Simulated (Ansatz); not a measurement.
One elementary step

Start structure (BNH5F, closed shell), relaxed at PBE0-D4/def2-TZVP:

```xyz
8
angstrom
B -0.1099 -0.8094 -0.2176
F 0.9713 -1.0129 -1.0765
H -1.1956 -0.8499 -0.7652
H -0.0426 -1.4338 0.8245
H 0.0313 1.3767 -0.5780
N 0.0629 0.7728 0.2382
H -0.6761 1.0485 0.8768
H 0.9588 0.9079 0.6976
```

The step: BH₂F ([BH2][F]) + NH₃ → BNH₄ ([BH2][NH2]) + HF; bonds formed: F2–H5; dative contacts that become bonds: B1–N6; bonds broken: B1–F2, H5–N6. Ansatz 0.2.0; basis: def2-TZVPP and def2-QZVPP; cores frozen in the correlated methods. Extrapolation: Hartree–Fock as exp(−7.88 √X), correlation as X^−2.97. Energies below are by CCSD(T) at an estimated basis limit (MP2 extrapolated from triple and quadruple zeta, plus CCSD(T) − MP2 in triple zeta).

Problem. What are the electronic barrier and the energy of the step, from the start structure to the end structure? (An estimate is asked for; the value comes from the calculation.)

Solution. By the calculation: Barrier 1.443 eV; step energy 0.716 eV (uphill); reverse barrier, their difference, 0.727 eV. Barrier and step energy count from the start structure, the reverse barrier from the end structure.

The saddle point: One imaginary mode of 727i cm⁻¹.
```csv
pair,start (Å),saddle (Å),end (Å)
B1–N6,1.66,1.51,1.40
F2–H5,2.62,1.08,0.94
B1–F2,1.40,1.79,3.36
H5–N6,1.02,1.40,1.90
```

Zero-point energy (harmonic, PBE0-D4): ZPE is 1.757 eV at the start and 1.610 eV at the saddle, so the barrier goes from 1.443 to 1.296 eV.

First-order rate constant out of the start structure at 898 K by transition-state theory, with harmonic vibrational free energies alone and no tunnelling: ΔA‡ = 1.379 eV, so k = (kB T/h) exp(−ΔA‡/kB T) ≈ 10^6 s⁻¹ (an order of magnitude at best: rotation, the number of equivalent paths and anharmonicity are left out).

T1 diagnostic: at most 0.012.

The step is the kind of exchange with an N–H group that builds nitride films in atomic layer and chemical vapour deposition.

Labels in which every atom is bracketed show which atoms are joined, not bond orders.

For scale, one of the runs: CCSD(T)/def2-TZVPP, 163 basis functions (an equivalent command: `ansatz run in.yaml --threads 2`). Time: 15 s of wall clock on 2 CPU threads; the host was shared. Peak host memory: 1.5 GiB.
